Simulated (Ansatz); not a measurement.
Species: C₂H₂ (charge +1, doublet). SMILES of the parent species: C#C

Atoms: C1, C2, H3, H4. Bonds: C1-C2, C1-H4, C2-H3.

Bond lengths (Å) and angles (degrees) optimised at HF/STO-3G with Ansatz (a quantum-chemistry and plane-wave program); HF/3-21G with Ansatz; PBE/6-31G* with Ansatz; MP2/6-31G* with Ansatz, each started from the B3LYP-D3(BJ)/def2-TZVP structure (Ansatz) of the last column. A row stands for all coordinates that are equal there. 6-31G* holds six Cartesian d functions. No wavenumbers were computed at HF/STO-3G, PBE/6-31G*, MP2/6-31G*, so these may be saddle points.

```json
[
 {"coordinate": "C1-C2", "HF/STO-3G": "1.250", "HF/3-21G": "1.234", "PBE/6-31G*": "1.263", "MP2/6-31G*": "1.259", "B3LYP-D3(BJ)/def2-TZVP": "1.243"},
 {"coordinate": "C1-H4", "HF/STO-3G": "1.102", "HF/3-21G": "1.066", "PBE/6-31G*": "1.091", "MP2/6-31G*": "1.082", "B3LYP-D3(BJ)/def2-TZVP": "1.080"},
 {"coordinate": "C2-C1-H4", "HF/STO-3G": "180.0", "HF/3-21G": "180.0", "PBE/6-31G*": "180.0", "MP2/6-31G*": "180.0", "B3LYP-D3(BJ)/def2-TZVP": "180.0"}
]
```

Mean signed difference of all 3 bond lengths from B3LYP-D3(BJ)/def2-TZVP: HF/STO-3G 0.017 Å, HF/3-21G -0.012 Å, PBE/6-31G* 0.014 Å, MP2/6-31G* 0.007 Å.
